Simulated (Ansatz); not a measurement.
This Ansatz (a first-principles code) input (CCSD(T)/cc-pCVTZ) gives -341.99362 Eh with 87 basis functions. A basis named .json is the Basis Set Exchange file of that set (core-valence sets with the plain set on hydrogen).

Ansatz 0.2 input:
```yaml
crystal:
  periodic: [false, false, false]
  atoms:
    - {symbol: P, position_ang: [-0.00494663, -0.00315703, 0.11662516]}
    - {symbol: H, position_ang: [0.03811855, 1.04938416, -0.84687971]}
    - {symbol: H, position_ang: [0.03608089, -1.00202865, -0.90249773]}
basis:
  gaussian:
    orbitals: cc-pCVTZ.json
total_charge: 1
magnetization: {spin_polarized: false}
correlation: {method: ccsd_t, frozen_orbitals: {H: 0, P: 1}}
```

Change:
```diff
- orbitals: cc-pCVTZ.json
+ orbitals: cc-pV_D+d_Z.json
```

Q: What does the run give now?

A: -341.71501 Eh (CCSD(T)/cc-pV(D+d)Z, 33 functions), a change of +278.61 mEh.
